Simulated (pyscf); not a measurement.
**Hydrogen abstraction: `[CH3][NH2]` + `[CH3]` [doublet] → `[CH3][NH]` [doublet] + `[CH4]`**

Gas phase, doublet surface, charge 0. Bonds broken: N2–H6. Bonds formed: H6–C8. Optimised with ωB97X-D3(BJ)/def2-SVP in PySCF.

Transition state (Å):

```xyz
11

C     -0.2211    -0.9790     0.0195
N      0.1995     0.4105    -0.0703
H      0.6591    -1.6105     0.2355
H     -0.6278    -1.3090    -0.9500
H     -0.9785    -1.1953     0.7988
H     -0.8119     1.0741    -0.2508
H      0.4599     0.7256     0.8711
C     -2.0421     1.6508    -0.1556
H     -2.4554     1.5352    -1.1660
H     -2.6055     1.1013     0.6095
H     -1.8431     2.6959     0.1141
```

One imaginary mode, 1894i cm⁻¹; descent along it reached the two sides named.

```json
[
 {"bond": "N2–H6", "change": "breaks", "reactant side (Å)": "1.019", "saddle": "1.223", "product side": "2.513"},
 {"bond": "H6–C8", "change": "forms", "reactant side (Å)": "2.7", "saddle": "1.362", "product side": "1.101"}
]
```

Electronic energies relative to the separated reactants (eV):

| level | barrier | reaction energy | reverse barrier |
|---|---|---|---|
| ωB97X-D3(BJ)/def2-TZVP | 0.47 | -0.32 | 0.79 |
| PBE/def2-TZVP | 0.16 | -0.32 | 0.48 |
| r²SCAN/def2-TZVP | 0.32 | -0.29 | 0.61 |
| B3LYP-D3(BJ)/def2-TZVP | 0.35 | -0.32 | 0.67 |
| PBE0-D3(BJ)/def2-TZVP | 0.35 | -0.29 | 0.63 |
| M06-2X/def2-TZVP | 0.51 | -0.23 | 0.75 |
| ωB97M-D3(BJ)/def2-TZVP | 0.51 | -0.28 | 0.79 |
| HF/def2-TZVP | 1.22 | -0.37 | 1.59 |

With ωB97M-D3(BJ)/def2-TZVP energies and thermal terms (ideal gas, 1 atm, RRHO with modes under 100 cm⁻¹ raised to 100, one conformer, R ln 2 for chiral ones without a mode under 150 cm⁻¹), in eV:

| T (K) | ΔH‡ | ΔG‡ | ΔH | ΔG |
|---|---|---|---|---|
| 298 | 0.44 | 0.83 | -0.28 | -0.27 |
| 600 | 0.45 | 1.23 | -0.30 | -0.25 |
| 900 | 0.48 | 1.62 | -0.31 | -0.22 |
| 1200 | 0.51 | 1.99 | -0.31 | -0.19 |

H₃C–NH• lies 0.32 eV over its isomer •H₂C–NH₂ (electronic energy, ωB97M-D3(BJ)/def2-TZVP). One saddle was located; it need not be the lowest between these sides. The angle at the transferred H is 165°.
